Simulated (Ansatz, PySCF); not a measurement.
C2H7N, SMILES CCN. Atoms are numbered in the order given.

```xyz
10

C      1.1815     0.4496     0.0165
C      0.0442    -0.5524    -0.1081
N     -1.2493     0.1255     0.0071
H      2.1494    -0.0409    -0.1020
H      1.0881     1.2297    -0.7404
H      1.1710     0.9304     0.9986
H      0.1851    -1.3537     0.6328
H      0.0821    -1.0258    -1.0927
H     -2.0132    -0.5328    -0.0902
H     -1.3425     0.5541     0.9216
```
Charge 0, spin multiplicity 1.

The structure is a stationary point at B3LYP-D3(BJ)/def2-TZVP. The values are those of a single conformer.

Two levels are set side by side: PBE-D3(BJ)/def2-TZVP (Ansatz, an electronic-structure program) and B3LYP-D3(BJ)/def2-TZVP (Ansatz). Each level has its own optimised geometry; the coordinates shown are those of the second. Frequencies come from the Hessian of PySCF at each geometry. Differences are taken from unrounded values.

```json
[
 {"quantity": "mean bond length (Å)", "B3LYP-D3(BJ)": "1.165"},
 {"quantity": "bond C1–C2 (Å)", "B3LYP-D3(BJ)": "1.521"},
 {"quantity": "bond C2–N3 (Å)", "B3LYP-D3(BJ)": "1.465"},
 {"quantity": "bond C1–H4 (Å)", "B3LYP-D3(BJ)": "1.092"},
 {"quantity": "bond C1–H5 (Å)", "B3LYP-D3(BJ)": "1.091"},
 {"quantity": "bond C1–H6 (Å)", "B3LYP-D3(BJ)": "1.094"},
 {"quantity": "bond C2–H7 (Å)", "B3LYP-D3(BJ)": "1.100"},
 {"quantity": "bond C2–H8 (Å)", "B3LYP-D3(BJ)": "1.093"},
 {"quantity": "bond N3–H9 (Å)", "B3LYP-D3(BJ)": "1.013"},
 {"quantity": "bond N3–H10 (Å)", "B3LYP-D3(BJ)": "1.014"},
 {"quantity": "highest harmonic wavenumber (cm⁻¹)", "B3LYP-D3(BJ)": "3556"},
 {"quantity": "mean harmonic wavenumber (cm⁻¹)", "B3LYP-D3(BJ)": "1690"},
 {"quantity": "zero-point energy (kcal/mol)", "B3LYP-D3(BJ)": "57.99"}
]
```

Task: What does PBE-D3(BJ) give, and how far is it from B3LYP-D3(BJ)? (Estimate from the structure and the level; the computed values follow.)

Result: 
```json
[
 {"quantity": "mean bond length (Å)", "PBE-D3(BJ)": "1.172", "PBE-D3(BJ) minus B3LYP-D3(BJ)": "0.007"},
 {"quantity": "bond C1–C2 (Å)", "PBE-D3(BJ)": "1.523", "PBE-D3(BJ) minus B3LYP-D3(BJ)": "0.002"},
 {"quantity": "bond C2–N3 (Å)", "PBE-D3(BJ)": "1.469", "PBE-D3(BJ) minus B3LYP-D3(BJ)": "0.004"},
 {"quantity": "bond C1–H4 (Å)", "PBE-D3(BJ)": "1.099", "PBE-D3(BJ) minus B3LYP-D3(BJ)": "0.008"},
 {"quantity": "bond C1–H5 (Å)", "PBE-D3(BJ)": "1.099", "PBE-D3(BJ) minus B3LYP-D3(BJ)": "0.008"},
 {"quantity": "bond C1–H6 (Å)", "PBE-D3(BJ)": "1.102", "PBE-D3(BJ) minus B3LYP-D3(BJ)": "0.008"},
 {"quantity": "bond C2–H7 (Å)", "PBE-D3(BJ)": "1.110", "PBE-D3(BJ) minus B3LYP-D3(BJ)": "0.010"},
 {"quantity": "bond C2–H8 (Å)", "PBE-D3(BJ)": "1.102", "PBE-D3(BJ) minus B3LYP-D3(BJ)": "0.009"},
 {"quantity": "bond N3–H9 (Å)", "PBE-D3(BJ)": "1.022", "PBE-D3(BJ) minus B3LYP-D3(BJ)": "0.009"},
 {"quantity": "bond N3–H10 (Å)", "PBE-D3(BJ)": "1.023", "PBE-D3(BJ) minus B3LYP-D3(BJ)": "0.009"},
 {"quantity": "highest harmonic wavenumber (cm⁻¹)", "PBE-D3(BJ)": "3472", "PBE-D3(BJ) minus B3LYP-D3(BJ)": "-84"},
 {"quantity": "mean harmonic wavenumber (cm⁻¹)", "PBE-D3(BJ)": "1646", "PBE-D3(BJ) minus B3LYP-D3(BJ)": "-44"},
 {"quantity": "zero-point energy (kcal/mol)", "PBE-D3(BJ)": "56.47", "PBE-D3(BJ) minus B3LYP-D3(BJ)": "-1.52"}
]
```

Exact exchange shortens and stiffens bonds; PBE has none. Differences between two approximate levels are no errors against the true value.
